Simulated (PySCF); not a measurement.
Molecule: `CC(CCC)=O`, C$_{5}$H$_{10}$O.

Atoms are numbered as in `[CH3:1][CH2:2][CH2:3][C:4]([CH3:5])=[O:6]`; H(Xn) means a hydrogen on atom n.

Geometry PBE0-D3(BJ)/def2-SVP throughout; GIAO in PySCF 2.14.0 with density-fitted response routines, gas phase, one conformer, non-relativistic; equivalent atoms averaged; basis pcSseg-1.

Q: How do the absolute shieldings σ depend on the functional? (a selection of nuclei; ppm; last column core-seconds on shared hosts with different chips, so compare them loosely)

A: 
```tsv
functional	kind	C4	C3	C5	C2	C1	H(C5)	H(C3)	H(C2)	H(C1)	core-s
HF	Hartree–Fock	-18.8	149.6	161.8	174.2	175.9	29.60	29.92	30.25	30.72	3.9
LDA	LDA	-34.6	129.4	148.9	162.0	167.0	28.71	28.52	29.43	29.93	12
PBE	GGA	-27.5	131.5	149.0	159.6	164.5	29.12	28.98	29.79	30.27	14
BLYP	GGA	-33.7	126.2	144.2	153.3	159.0	29.31	29.17	29.93	30.40	14
BP86	GGA	-27.9	131.2	148.4	159.4	164.2	29.18	29.05	29.86	30.34	14
OPBE	GGA	-13.6	139.6	155.3	165.3	169.6	29.14	29.02	29.80	30.32	14
KT2	GGA	-12.1	136.9	153.7	162.9	167.9	29.16	29.05	29.77	30.25	42
KT3	GGA	-11.2	137.1	153.2	160.9	166.1	29.31	29.20	29.88	30.38	31
B97-D	GGA	-23.3	132.2	148.7	158.0	162.8	29.34	29.22	29.96	30.45	30
B3LYP	global hybrid	-31.7	131.6	148.2	158.9	163.5	29.32	29.29	29.96	30.44	24
PBE0	global hybrid	-25.2	137.7	153.5	165.6	169.3	29.18	29.18	29.87	30.35	13
mPW1PW91	global hybrid	-26.3	137.1	152.5	164.7	168.3	29.23	29.25	29.92	30.40	24
WP04	global hybrid	-39.6	126.1	141.0	151.0	155.7	29.52	29.54	30.13	30.67	12
B97-2	global hybrid	-22.0	137.9	153.2	164.3	168.1	29.30	29.30	29.95	30.45	11
BHandHLYP	global hybrid	-27.9	138.5	153.5	165.3	168.7	29.37	29.49	30.01	30.50	11
CAM-B3LYP	range-separated hybrid	-31.4	135.2	151.1	163.5	167.5	29.26	29.29	29.92	30.39	15
wB97X-D	range-separated hybrid	-26.5	138.1	152.9	166.2	169.5	29.30	29.35	30.00	30.47	16
LC-wPBE	range-separated hybrid	-26.1	143.1	156.7	171.9	174.5	29.24	29.33	29.98	30.44	22
```

Q: Which nucleus among those listed moves most, in ppm?

A: C4 (ketone carbonyl carbon): from -39.6 ppm with WP04 to -11.2 ppm with KT3. The smallest spread is 0.79 ppm, at H(C1). Proton shifts span only some 12 ppm, so a few tenths of a ppm matter as much there as several ppm in carbon.
